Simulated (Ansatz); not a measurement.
System: hcp Be. Method: PBE (plane waves, PAW; Ansatz, a first-principles code).

Settings: plane-wave cutoff 520 eV, 24×24×12 k mesh (along the axes of the cell as run), Fermi–Dirac smearing 0.1 eV, perturbation theory, scalar-relativistic PAW data made under PBE.

The cell has the measured lattice parameters. Conventional cell: a = 2.2860 Å, b = 2.2860 Å, c = 3.5842 Å, α = 90.00°, β = 90.00°, γ = 120.00°.

```cif
data_Be2
_chemical_formula_sum 'Be2'
_space_group_name_H-M_alt 'P 1'
_space_group_IT_number 1
_cell_length_a 2.28600
_cell_length_b 2.28600
_cell_length_c 3.58420
_cell_angle_alpha 90.000
_cell_angle_beta 90.000
_cell_angle_gamma 120.000
loop_
_space_group_symop_operation_xyz
  'x, y, z'
loop_
_atom_site_label
_atom_site_type_symbol
_atom_site_fract_x
_atom_site_fract_y
_atom_site_fract_z
_atom_site_occupancy
Be1 Be 0.66667 0.33333 0.75000 1
Be2 Be 0.33333 0.66667 0.25000 1
```

Harmonic phonon frequencies (cm⁻¹; i marks an imaginary mode):

```
q point              frequencies
-------  -----------------------
Γ              0 0 0 456 456 671
M        392 418 557 564 572 582
K        485 485 491 491 520 621
A        354 354 354 354 487 487
```

No imaginary mode appears at these points.

Note: the cell isn't this level's own, so it is under some stress, which shifts stiffness and frequencies.
